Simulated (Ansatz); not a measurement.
## Ansatz (development build ahead of 0.2.0) run

```yaml
crystal:
  periodic: [false, false, false]
  atoms:
    - { symbol: O, position_ang: [0.0, 0.0, 0.0] }
    - { symbol: H, position_ang: [0.0, 1.7411, 1.3478] }
    - { symbol: H, position_ang: [0.0, -1.7411, 1.3478] }
basis:
  gaussian: { orbitals: STO-3G }
hamiltonian:
  xc: hf
correlation:
  method: fci
  frozen_orbitals: { H: 0, O: 1 }
```

The input is written out in the form of the current development build from the run's settings.

Output:

| Item | Value |
| --- | --- |
| Converged | yes |
| Reference energy | -74.33089 hartree |
| Correlation energy | -0.41731 hartree |
| Total energy | -74.74821 hartree |
| State | lowest singlet root, of any spatial symmetry |
